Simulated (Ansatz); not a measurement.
# PSi2: the cost of one run

Computed with Ansatz 0.2.0, Gaussian basis. Level: def2-TZVPP, core rule «outside noble gas», up to 15 orbitals frozen.

The runs, in order: UHF; ROHF; CCSD(T) on UHF.

## (1) What is computed

The geometry is a PBE0/def2-TZVP stationary point (not a proven minimum).

3 atoms, charge 0, spin multiplicity 4.

Atoms are counted from 1 here; the program's logs count them from 0.

Bond lengths: Si1–P2 2.159 Å, P2–Si3 2.159 Å. Angles: Si1–P2–Si3 180.0°.

## (2) UHF

File in.yaml:

```yaml
crystal:
  periodic: [false, false, false]
  atoms:
    - {symbol: Si, position_ang: [0.000000, 0.000000, 2.159500]}
    - {symbol: P, position_ang: [0.000000, 0.000000, 0.000000]}
    - {symbol: Si, position_ang: [0.000000, 0.000000, -2.159500]}
basis:
  gaussian: {orbitals: def2-TZVPP}
magnetization: {spin_polarized: true, initial_magnetization: 3}
hamiltonian: {xc: hf}
output: {orbitals: {seedname: orbitals}}
```

The run is started by

```console
$ ansatz run in.yaml --threads 1 --pin off --events-out ev --progress --plain --max-ram 4096MiB --backend cpu
```

**Question.** How long does this run take on 1 thread of AMD EPYC 7R13, shared host, and how much memory does it need?

About 37 s, with a peak of 0.42 GiB.
